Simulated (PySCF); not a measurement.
## Gas-phase acidity of pyrazine

Molecule: pyrazine, `c1cnccn1` (C4H4N2). Numbering: `[cH:1]1[cH:2][n:3][cH:4][cH:5][n:6]1` These are map numbers, not IUPAC locants.

Level of theory: ωB97X-D3(BJ)/ma-def2-TZVP single points in PySCF, grid level 2; every species was optimised with PBE0-D3(BJ)/ma-def2-SVP. ωB97X-D3(BJ) is ωB97X-V with D3(BJ) in place of VV10. Thermal corrections: PBE0-D3(BJ)/ma-def2-SVP frequencies, unscaled, ideal gas at 298.15 K and 1 bar, quasi-RRHO entropy.

| site | product | ΔH(acid) / kcal/mol | ΔG(acid) / kcal/mol |
| --- | --- | --- | --- |
| C1 (aromatic carbon) | `[c-]1cnccn1` | 395.7 | 387.0 |

ΔH and ΔG refer to AH → A⁻ + H⁺ in the gas phase. Sites whose products fell apart, merged with another or lost in a GFN2-xTB screen aren't listed.

Measured values (NIST Chemistry WebBook, evaluated or the median of agreeing entries): deprotonation enthalpy (ΔH) 1643 kJ/mol (computed 1656, difference 13); gas-phase acidity (ΔG) 1603 kJ/mol (computed 1619, difference 16).
